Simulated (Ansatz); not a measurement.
Input file:

```yaml
crystal:
  periodic: [false, false, false]
  atoms:
    - { symbol: B, position_ang: [-0.680114, 0.048785, -1.185773] }
    - { symbol: Al, position_ang: [0.067837, 1.100586, 1.800211] }
    - { symbol: C, position_ang: [0.164321, -0.145097, 0.096282] }
    - { symbol: H, position_ang: [-1.507336, 0.954792, -1.325958] }
    - { symbol: H, position_ang: [-0.585535, -0.699647, -2.174087] }
    - { symbol: H, position_ang: [1.279722, 0.188754, 2.638394] }
    - { symbol: H, position_ang: [0.025738, -1.222748, 0.397982] }
    - { symbol: H, position_ang: [1.235356, -0.225426, -0.24705] }
total_charge: -1
basis:
  gaussian: { orbitals: def2-SVP }
hamiltonian:
  xc: pbe
phonons: {}
```

Run as:

```bash
$ ansatz run input.yaml --threads 1 --pin off --max-ram 2048MiB --backend cpu --events-out ev --progress --plain --runs-dir out
```

Hardware: 1 thread of Arm Neoverse V1, on a shared host.

Problem. Roughly how long does this run take, and how much memory?

Solution. 50 s, with a peak of 0.1 GiB, for 0 ionic steps.
